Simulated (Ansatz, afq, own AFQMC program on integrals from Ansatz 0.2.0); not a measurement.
# NH₂S, doublet in cc-pVDZ, levels against CCSDT(Q)

```tsv
atom	x (Å)	y (Å)	z (Å)
N	0.0000	-0.1878	1.0997
S	0.0000	0.0962	-0.5000
H	0.0000	0.7404	1.5312
H	0.0000	-1.1895	-0.9067
```

Connectivity, by distances: NH–SH.

Basis cc-pVDZ. Only valence electrons are correlated. AFQMC by an in-house program on the Cholesky factors that Ansatz 0.2.0 writes for its CCSD(T) run. ph-AFQMC/CISD is guided by a CISD state made of CCSD amplitudes; releasing the constraint for a short imaginary time cuts its bias at the price of noise, slowly where states lie close. Free AFQMC starts from the CCSD state and is never constrained. Its projection time is finite, and what remains of the start isn't in its error. Uncertainties: one standard error, sampling alone.

Determinant: ROHF, the one that the program's search chose, which needn't be the lowest solution. The geometry is a point of a scan.

No full CI on the walks' own integrals is used here; CCSDT(Q) serves as the reference and is uncertain by about the last step of the cluster series.

```
T1 diagnostic                               : 0.0329
weight of the determinant in the CISD state : 0.860
size of the correlated space                : 13 electrons in 36 orbitals
```

Reference: CCSDT(Q), correlation energy -8.869 eV. The released energy is read at 1.62 1/Eh, later times being too noisy (meV from the phaseless value at times in 1/Eh: -10 ± 15 at 0.24, -13 ± 17 at 0.51, 13 ± 15 at 0.99, -39 ± 23 at 1.62, -81 ± 32 at 2.40).

```csv
level,E − E(reference) (meV),share of correlation (%)
HF,8868.9,0.00
MP2,1134.5,87.21
CCSD,287.3,96.76
CCSD(T),43.9,99.51
CCSDT,20.6,99.77
ph-AFQMC/HF,27.9 ± 70.9,99.69
ph-AFQMC/CISD,33.7 ± 13.7,99.62
released AFQMC,-5.1 ± 23.1,100.06
free AFQMC,37.8 ± 24.7,99.57
```

Free projections are given only where their last times agree within the noise and don't stop above the reference; a slow remainder of the start can still hide under it. A walk keeps the symmetry of its determinant, which the program's search chose and which needn't be the lowest solution, so a lower state of the same spin and another symmetry isn't excluded. Released energies are given only where the last usable release times agree within the noise; a slower fall can still hide under it.
